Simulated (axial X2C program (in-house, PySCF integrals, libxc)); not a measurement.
Low determinants of BO⁺ at the PBE0 level, 2c

Calculated with an in-house all-electron X2C program for linear molecules (integrals from PySCF). Two-component (2c) means X2C with spin–orbit coupling and atomic mean-field two-electron Coulomb and Gaunt terms. Basis: O dyall-av3z [7s6p3d2f], B dyall-v3z [7s6p2d1f] (cores contracted in-house); Gaussian nuclei, density fitting, unrestricted open shells. Masses: O 15.995 u, B 11.009 u.

Search at 1.303 Å (vertical energies from the lowest determinant):

```
ΔE (eV)  state  electrons beyond evenly filled partner blocks  electrons in ±ω = 1/2, 3/2, 5/2, 7/2
   0.00  Ω = 2                               ω = 1/2, ω = 3/2                              11 1 0 0
   0.08  Ω = 1                              ω = -1/2, ω = 3/2                              11 1 0 0
   0.09  Ω = 1                                    2 × ω = 1/2                              10 2 0 0
   0.17  Ω = 0                                           none                              10 2 0 0
```

Lowest determinant, Ω = 2 (⟨Sz⟩ = 1.00, ⟨Lz⟩ = 1.00 at PBE0): Re = 1.302 Å, ωe = 1498.1 cm⁻¹.

The determinant in row 2 of the search, Ω = 1 (⟨Sz⟩ = 0.00, ⟨Lz⟩ = 1.00 at PBE0), was followed along the bond at PBE0; measured from the minimum of the lowest determinant it gives:

Te = 0.076 eV (611 cm⁻¹), Re = 1.305 Å, ωe = 1501.4 cm⁻¹.

(1) Compare the bond of the determinant in row 2 with that of the lowest one.

The search compares states at one distance, so a state with another bond length can lie lower; it is not exhaustive and yields mostly the lowest determinant of each block pattern, so other components and higher states of one pattern are missing. These are energies of single determinants, not of spin-adapted states; PBE0 term energies can be off by some tenths of an eV, and the functional has no current term. Open-shell Ω = 0 determinants with evenly filled partner blocks cannot be reached by this program, so the Ω shown need not be the lowest component. The lowest determinant need not be the ground state where others lie within half an eV.

Answers

(1) At PBE0 its Re is 0.003 Å longer and its force constant, which goes as ωe², is 1.00 times that of the lowest determinant. This determinant mixes spin states, so it has no term energy of its own.
